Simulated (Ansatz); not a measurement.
# OF₂: small, medium and large basis sets

The task here is to estimate one member of a computed series from the others.

The runs use Ansatz 0.2.0, Gaussian basis; one geometry, several basis sets.

The runs, in order: PBE0-D4/def2-SVP; ωB97M-V/def2-SVP; PBE0-D4/def2-QZVPP; ωB97M-V/def2-QZVPP; CCSD(T)/cc-pV(D+d)Z; CCSD(T)/cc-pV(T+d)Z; CCSD(T)/cc-pV(Q+d)Z; the functionals' def2-TZVPP values are taken from earlier runs.

**The geometry**

All runs share one geometry, relaxed beforehand with PBE0-D4 in a triple-zeta def2 set.

3 atoms, charge 0, spin multiplicity 1.

Atoms are counted from 1 here; the program's logs count them from 0.

Bond lengths: F1–O2 1.381 Å, O2–F3 1.381 Å. Angles: F1–O2–F3 103.9°.

Set-up of the first run:

File in.yaml:

```yaml
crystal:
  periodic: [false, false, false]
  atoms:
    - {symbol: F, position_ang: [-0.000000, 1.087380, -0.260840]}
    - {symbol: O, position_ang: [0.000000, 0.000000, 0.590112]}
    - {symbol: F, position_ang: [-0.000000, -1.087380, -0.260840]}
basis:
  gaussian: {orbitals: def2-SVP}
hamiltonian: {xc: pbe0, dispersion: d4}
output: {orbitals: {seedname: orbitals}}
```

Started as:

```
> ansatz run in.yaml --threads 2 --pin off --events-out ev --progress --plain --max-ram 32768MiB --backend cpu
```

Steps of the session up to this table: PBE0-D4 in def2-SVP; ωB97M-V in def2-SVP; PBE0-D4 in def2-QZVPP; ωB97M-V in def2-QZVPP.

One table of the session follows, with a row left open; its other results are not shown here.

```
functional       basis  HOMO (eV)
   PBE0-D4    def2-SVP          ?
   PBE0-D4  def2-TZVPP      -9.65
   PBE0-D4  def2-QZVPP      -9.68
   ωB97M-V    def2-SVP     -12.06
   ωB97M-V  def2-TZVPP     -12.26
   ωB97M-V  def2-QZVPP     -12.30
```

**Question.** Estimate the row for PBE0-D4, def2-SVP.

The run gave: HOMO (eV): -9.50. In the column «HOMO (eV)» it is the highest.
